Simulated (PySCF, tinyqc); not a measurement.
Starting guesses with plain Roothaan steps: SCF starting guesses in the sto-3g basis, for CH+, spin multiplicity 1. Computed by the program tinyqc with PySCF. 

Geometry (angstrom):
```
atom,x,y,z
C,0.0000,0.0000,0.0000
H,0.0000,0.0000,1.6220
```

lowest restricted solution found by these runs and by PySCF = -37.388740 hartree

RHF with one setting changed at a time; a run stops when the energy changes by less than 1e-09 hartree and the error matrix is below 1e-5. Starts: the lowest orbitals of the core Hamiltonian, of the Wolfsberg-Helmholz matrix (K = 1.75), projected atomic densities, random orbitals, and the highest orbitals of the core Hamiltonian (a deliberately bad start).

Largest element of the error matrix X^T (FDS - SDF) X:
```
iteration,core,Wolfsberg-Helmholz,atomic densities,random,highest core orbitals
1,3.3e-01,2.6e-01,2.4e-01,9.6e+00,1.3e-01
2,7.0e-02,2.3e-01,2.5e-02,4.5e-01,6.1e-01
3,1.6e-02,1.1e-01,6.4e-03,6.8e-02,6.0e-01
4,4.9e-03,3.3e-02,1.9e-03,5.8e-02,1.4e-02
5,1.5e-03,9.6e-03,5.9e-04,4.8e-02,3.4e-03
6,4.4e-04,2.7e-03,1.8e-04,4.0e-02,9.1e-04
8,4.0e-05,2.2e-04,1.6e-05,2.6e-02,7.2e-05
10,3.6e-06,1.8e-05,-,1.7e-02,5.7e-06
14,-,-,-,7.3e-03,-
20,-,-,-,2.0e-03,-
30,-,-,-,2.4e-04,-
45,-,-,-,9.9e-06,-
```

How each run ends:
```
run,iterations,E (hartree),state
core,10,-37.388740,lowest found
Wolfsberg-Helmholz,11,-37.146113,higher
atomic densities,9,-37.388740,lowest found
random,46,-37.388740,lowest found
highest core orbitals,10,-37.146113,higher
```

3 of 5 runs reach the lowest restricted solution found, in 9 to 46 iterations (fastest: atomic densities). Ending on a higher stationary point: Wolfsberg-Helmholz, highest core orbitals; a small error matrix cannot reveal that, and an occupation fixed by the start is kept by symmetry or by the shape of the basin. The first errors are 3e-01, 3e-01, 2e-01, 1e+01, 1e-01; the deliberately bad start has the smallest one, so a small first error does not mark a good start. The restricted reference is unstable here: a spin-polarised solution lies 0.0087 hartree lower (PySCF), so results built on it describe a poor reference.
